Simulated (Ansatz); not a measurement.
`[c]1cccs1` radical. The species carries charge 0 and has multiplicity 2.

```xyz
8

C     0.850   -0.863   -1.062
C    -0.253   -1.101   -0.320
C    -0.556    0.057    0.457
C     0.319    1.084    0.261
S     1.539    0.667   -0.879
H    -0.821   -2.021   -0.311
H    -1.397    0.116    1.136
H     0.319    2.061    0.718
```

(1) List the harmonic frequencies (cm⁻¹, unscaled) at PBE0-D4/def2-TZVP in Ansatz. (Estimate.)

(2) Is this a minimum?

(3) Give the ideal-gas thermochemistry at 298.15 K and 1 bar (rigid rotor, harmonic oscillator; point group Cs, symmetry number 1).

Answers

(1) The calculation gave: 399, 537, 616, 688, 748, 791, 852, 879, 905, 1052, 1098, 1228, 1354, 1437, 1568, 3219, 3244, 3262.

(2) Yes, all 18 modes are real.

(3) Zero-point energy 142.8 kJ/mol; H(298) − E = 155.9 kJ/mol; entropy 289.1 J/(mol·K), of which translation 164.0, rotation 105.0, vibration 14.3, electronic 5.8; G(298) − E = 69.8 kJ/mol.
